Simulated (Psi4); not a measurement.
# [S2]−, run twice

Wanted: vibrational wavenumbers of [S2]−, UMP2/6-311G**.

The calculation is run with Psi4 1.11.

3 further runs of the same task are left out: 3 set aside as unsound or not needed.

## 1. The structure to begin with

[S2]−: 2 atoms, total charge -1, spin state doublet. The shape is that of a GFN2-xTB optimisation.

Bond lengths: S1–S2 1.977 Å.

## 2. Try one

Input file s2.py:

```python
import psi4

psi4.set_memory(1600000000)
psi4.set_num_threads(1)
psi4.set_output_file('output.dat', False)

m = psi4.geometry("""
-1 2
S      0.678550    -0.576410    -0.430000
S     -0.678550     0.576410     0.430000
""")

psi4.set_options(dict(reference='uhf', scf_type='direct', mp2_type='conv', t=350.0, ints_tolerance=0.001, maxiter=50))

result, w = psi4.frequencies('mp2/6-311G**', molecule=m, return_wfn=True)
print(f'total energy {result:.8f} hartree = {result * 27.211386:.5f} eV')
print('wavenumbers / cm^-1:', w.frequencies().np.round(1))
```

On the command line:

```console
$ python s2.py
```

output.dat:

```text
[...]
  Running in d2h symmetry.
[...]
  Nuclear repulsion =   68.507049192630959
[...]
  Multiplicity = 2
[...]
  Nalpha       = 17
  Nbeta        = 16
[...]
    Number of basis functions: 52
[...]
   @DF-UHF iter   1:  -795.05417309049244   -5.64897e-01   1.54548e-02 ADIIS/DIIS
[...]
	SCS-MP2 Total Energy (a.u.)        :  -795.55691855400278
	SOS-MP2 Total Energy (a.u.)        :  -795.51354096849809
[...]
  Running in c2h symmetry.
[...]
   @UHF iter  27:  -795.09081115992819    1.13687e-13   4.12694e-11 DIIS
[...]
   @S^2 Observed:                7.668169264E-01
[...]
  @UHF Final Energy:  -795.09081115992819
   => Energetics <=
    Nuclear Repulsion Energy =             68.5070453564855910
    One-Electron Energy =               -1243.9222023148884091
    Two-Electron Energy =                 380.3243457984746101
    Total Energy =                       -795.0908111599281938
  UHF NO Occupations:
  HONO-2 :    6 Bu 1.9986414
  HONO-1 :    2 Au 1.9940178
[...]
 Multipole Moments:
 ------------------------------------------------------------------------------------
     Multipole            Electronic (a.u.)      Nuclear  (a.u.)        Total (a.u.)
 ------------------------------------------------------------------------------------
 L = 1.  Multiply by 2.5417464519 to convert [e a0] to [Debye]
 Dipole X            :          0.0000000            0.0000000            0.0000000
 Dipole Y            :          0.0000000            0.0000000            0.0000000
 Dipole Z            :          0.0000000            0.0000000            0.0000000
 Magnitude           :                                                    0.0000000
[...]
	SOS-MP2 Total Energy (a.u.)        :  -795.51354103614574
	SCSN-MP2 Total Energy (a.u.)       :  -795.31984483535200
[...]
	SOS-PI-MP2 Total Energy (a.u.)     :  -795.58399601551537
[...]
	MP2 Total Energy (a.u.)            :  -795.57321882690337
[...]
  ==> Harmonic Vibrational Analysis <==
[...]
  Freq [cm^-1]                499.4076i           3145.8709           3187.5495
[...]
  IR activ [km/mol]             0.0000              0.0000              0.0000
[...]
  Total E_0, Enthalpy at 0 [K]                                                         -795.55879016 [Eh]
[...]
  Total H, Enthalpy at  350.00 [K]                                                     -795.55491076 [Eh]
[...]
  Total G, Gibbs energy at  350.00 [K]                                                 -795.58541537 [Eh]
[...]
```

The script printed:

```text
Warning: thermodynamics relations excluded imaginary frequencies: ['499.4076i']
total energy -795.57321876 hartree = -21648.64995 eV
wavenumbers / cm^-1: [-499.4 3145.9 3187.5]
```

Run time: 16 s. Hardware: 1 thread of Intel Xeon Platinum 8488C (Sapphire Rapids), shared host; peak memory 0.21 GiB.

## 3. Reading the log

The run finished; that doesn't make the result usable.

What is wrong: the screening of the two-electron integrals is far too loose. Among its listed settings the sound run differs in this, and the input shows the rest: integrals pk in place of direct.

## 4. Second attempt

Input file calc.py:

```python
import psi4

psi4.set_memory('1600 MB')
psi4.set_num_threads(1)
psi4.set_output_file('psi4.out', False)

molecule = psi4.geometry("""
-1 2
S      0.678550    -0.576410    -0.430000
S     -0.678550     0.576410     0.430000
units angstrom
""")

psi4.set_options({
    'reference': 'uhf',
    'scf_type': 'pk',
    'mp2_type': 'conv',
    't': 350.0,
    'rotational_symmetry_number': 2,
})

energy_value = psi4.frequencies('mp2/6-311G**', molecule=molecule)
print(f'mp2/6-311G** energy: {energy_value:.10f} Eh')
```

On the command line:

```console
$ python calc.py
```

psi4.out:

```text
[...]
  Running in d2h symmetry.
[...]
  Nuclear repulsion =   68.507049192630959
[...]
  Multiplicity = 2
[...]
  Nalpha       = 17
  Nbeta        = 16
[...]
    Number of basis functions: 52
[...]
   @UHF iter   1:  -795.05458291739785   -5.65367e-01   1.54600e-02 ADIIS/DIIS
[...]
	SCS-MP2 Total Energy (a.u.)        :  -795.55941625870832
	SOS-MP2 Total Energy (a.u.)        :  -795.51639597313624
[...]
  Running in c2h symmetry.
[...]
   @UHF iter  14:  -795.09550187601963    0.00000e+00   8.97484e-11 DIIS
[...]
   @S^2 Observed:                7.668542534E-01
[...]
  @UHF Final Energy:  -795.09550187601963
   => Energetics <=
    Nuclear Repulsion Energy =             68.5070453564855910
    One-Electron Energy =               -1243.8917012663089281
    Two-Electron Energy =                 380.2891540338036975
    Total Energy =                       -795.0955018760196253
  UHF NO Occupations:
  HONO-2 :    6 Bu 1.9986140
  HONO-1 :    2 Au 1.9940312
[...]
 Multipole Moments:
 ------------------------------------------------------------------------------------
     Multipole            Electronic (a.u.)      Nuclear  (a.u.)        Total (a.u.)
 ------------------------------------------------------------------------------------
 L = 1.  Multiply by 2.5417464519 to convert [e a0] to [Debye]
 Dipole X            :          0.0000000            0.0000000            0.0000000
 Dipole Y            :          0.0000000            0.0000000            0.0000000
 Dipole Z            :          0.0000000            0.0000000            0.0000000
 Magnitude           :                                                    0.0000000
[...]
	SOS-MP2 Total Energy (a.u.)        :  -795.51639597868086
	SCSN-MP2 Total Energy (a.u.)       :  -795.32264898390781
[...]
	SOS-PI-MP2 Total Energy (a.u.)     :  -795.58654499579109
[...]
	MP2 Total Energy (a.u.)            :  -795.57530781832520
[...]
  ==> Harmonic Vibrational Analysis <==
[...]
  Freq [cm^-1]                104.8868i           104.8867i            635.3379
[...]
  IR activ [km/mol]             0.0000              0.0000              0.0000
[...]
  Total E_0, Enthalpy at 0 [K]                                                         -795.57386041 [Eh]
[...]
  Total H, Enthalpy at  350.00 [K]                                                     -795.56975173 [Eh]
[...]
  Total G, Gibbs energy at  350.00 [K]                                                 -795.60057011 [Eh]
[...]
```

The script printed:

```text
Warning: thermodynamics relations excluded imaginary frequencies: ['104.8868i' '104.8867i']
mp2/6-311G** energy: -795.5753078131 Eh
```

Wall time 12 s (1 thread of Intel Xeon Platinum 8488C (Sapphire Rapids), shared host); peak memory 0.24 GiB.

## 5. Summary of results

At UMP2/6-311G**:

| quantity | value |
| --- | --- |
| total energy | -795.57531 Eh |
| correlation energy | -479.8 mEh |
| ⟨S²⟩ of the reference determinant | 0.767 |
| harmonic wavenumber | 635 cm⁻¹ |
| zero-point energy | 3.8 kJ/mol |
| ideal-gas entropy at 350 K (symmetry number 2 as used) | 55.3 cal/(mol K) |

**Reading.** The first attempt's energy was +0.057 eV off this one. The one mode is real. The vibrations are taken at a shape not relaxed at this level, so they aren't the harmonic values of a minimum.
